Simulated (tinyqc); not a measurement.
CIS on RHF in the sto-3g basis, frozen core, for H2O, spin multiplicity 1, step by step. One step of it, computed by the program tinyqc.

Question. CIS matrix, triplets. A(ia,jb) = (e_a - e_i) d_ij d_ab - (ij|ab).

orbital energies (hartree): MO1 -20.272688, MO2 -1.209929, MO3 -0.531441, MO4 -0.448680, MO5 -0.391823, MO6 0.476339, MO7 0.557067

Two-electron integrals over orbitals (pq|rs), unique and non-zero (hartree); the lowest 1 orbital is frozen and left out:
```
p,q,r,s,(pq|rs)
2,2,2,2,0.725064
3,2,3,2,0.129636
3,3,2,2,0.617814
3,3,3,3,0.595239
4,2,2,2,-0.025133
4,2,3,3,0.003185
4,2,4,2,0.129364
4,3,3,2,0.026372
4,3,4,3,0.056937
4,4,2,2,0.654975
4,4,3,3,0.565276
4,4,4,2,-0.090544
4,4,4,4,0.689739
5,2,5,2,0.150497
5,3,5,3,0.026720
5,4,5,2,-0.045143
5,4,5,4,0.048100
5,5,2,2,0.754800
5,5,3,3,0.604274
5,5,4,2,-0.082508
5,5,4,4,0.683267
5,5,5,5,0.880159
6,2,2,2,0.131144
6,2,3,3,0.068588
6,2,4,2,0.032568
6,2,4,4,0.058242
6,2,5,5,0.139190
6,2,6,2,0.095665
6,3,3,2,-0.032306
6,3,4,3,-0.036542
6,3,6,3,0.070487
6,4,2,2,0.129179
6,4,3,3,0.051158
6,4,4,2,-0.055825
6,4,4,4,0.132257
6,4,5,5,0.153842
6,4,6,2,0.057308
6,4,6,4,0.103152
6,5,5,2,0.049821
6,5,5,4,0.006104
6,5,6,5,0.034412
6,6,2,2,0.599684
6,6,3,3,0.551920
6,6,4,2,0.044818
6,6,4,4,0.548358
6,6,5,5,0.583949
6,6,6,2,0.094960
6,6,6,4,0.055927
6,6,6,6,0.586900
7,2,3,2,0.053950
7,2,4,3,-0.032091
7,2,6,3,0.030300
7,2,7,2,0.067404
7,3,2,2,0.162720
7,3,3,3,0.089368
7,3,4,2,-0.081390
7,3,4,4,0.136160
7,3,5,5,0.202324
7,3,6,2,0.066601
7,3,6,4,0.105643
7,3,6,6,0.046305
7,3,7,3,0.162591
7,4,3,2,-0.073826
7,4,4,3,-0.015540
7,4,6,3,0.053948
7,4,7,2,-0.016095
7,4,7,4,0.073329
7,5,5,3,0.023809
7,5,7,5,0.024435
7,6,3,2,0.082743
7,6,4,3,0.062484
7,6,6,3,-0.061678
7,6,7,2,-0.006160
7,6,7,4,-0.061616
7,6,7,6,0.109575
7,7,2,2,0.603794
7,7,3,3,0.581021
7,7,4,2,-0.015645
7,7,4,4,0.572050
7,7,5,5,0.602334
7,7,6,2,0.059186
7,7,6,4,0.049132
7,7,6,6,0.551012
7,7,7,3,0.088863
7,7,7,7,0.590434
```

Give: CIS matrix A, triplet.

Answer.

CIS matrix A, triplet (hartree), lower triangle:
```
,2>6,2>7,3>6,3>7,4>6,4>7,5>6,5>7
2>6,1.0866
2>7,0.0000,1.1632
3>6,0.0000,-0.0827,0.4559
3>7,-0.0827,0.0000,0.0000,0.5075
4>6,-0.0448,0.0000,0.0000,-0.0625,0.3767
4>7,0.0000,0.0156,-0.0625,0.0000,0.0000,0.4337
5>6,0.0000,0.0000,0.0000,0.0000,0.0000,0.0000,0.2842
5>7,0.0000,0.0000,0.0000,0.0000,0.0000,0.0000,0.0000,0.3466
```
